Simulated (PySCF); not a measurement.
Compound: SiMeH3, CH6Si.
SMILES: `[H][Si]([H])([H])C`

The closed-shell ground state was solved at several levels (PySCF, density fitting, gas phase, non-relativistic). Geometry: PBE0-D3(BJ)/def2-SVP; no solvent, vibrations or thermal averaging.

| level | basis functions | HOMO (eV) | LUMO (eV) | gap (eV) | dipole (D) |
| --- | --- | --- | --- | --- | --- |
| B3LYP/pcSseg-1 | 71 | -9.04 | 0.68 | 9.72 | 0.74 |
| PBE0/pcSseg-1 | 71 | -9.28 | 0.94 | 10.22 | 0.75 |

Question: Estimate the row for wB97X-D/def2-SVPD, a basis of 92 functions; the other rows only guide the guess.

Answer: HOMO -11.14 eV, LUMO 2.05 eV, gap 13.19 eV, dipole 0.78 D.

Question: Over all these levels, which gives the widest orbital gap and which the narrowest?

Answer: wB97X-D/def2-SVPD (range-separated hybrid) has the widest, 13.19 eV, and B3LYP/pcSseg-1 (global hybrid, 20 % exact exchange) the narrowest, 9.72 eV. Functional and basis both differ between the two, so the spread mixes both effects.

Question: How far do the dipole and the HOMO energy spread over the levels?

Answer: The dipole runs from 0.74 to 0.78 D (mean 0.76 D) and the HOMO from -11.14 to -9.04 eV.
